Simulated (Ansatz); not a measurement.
Results of rVV10 (PAW; Ansatz, a program for electronic structure) for 2H WS2.

Settings: plane-wave cutoff 520 eV, 12×12×4 k mesh (along the axes of the cell as run), Fermi–Dirac smearing 0.01 eV, no spin polarisation, scalar-relativistic PAW data made under PBE.

Computed at the level's own relaxed cell.

Task: Estimate the c axis length, equilibrium lattice constant a, bulk modulus and Γ–Γ gap that the calculation returns.

Result: 
- c axis length = 12.480 Å
- equilibrium lattice constant a = 3.214 Å
- bulk modulus = 45.5 GPa
- Γ–Γ gap = 2.17 eV

Measured, for comparison: lattice parameter c 12.323 Å, lattice constant a 3.153 Å (300 K, no zero-point or thermal correction; as tabulated in arXiv:1605.07067); bulk modulus 61 ± 1 GPa (room temperature, no zero-point or thermal correction; as tabulated in High pressure x-ray diffraction study of tungsten disulfide, J. Phys. Chem. …). Computed (rounded) less measured: lattice parameter c +1.3 %, lattice constant a +1.9 %, bulk modulus -25 %.

Note: the bulk modulus comes from volumes at which shape and atoms were relaxed.

Spin–orbit coupling is not included.

The computed numbers hold no vibrational or temperature effects.
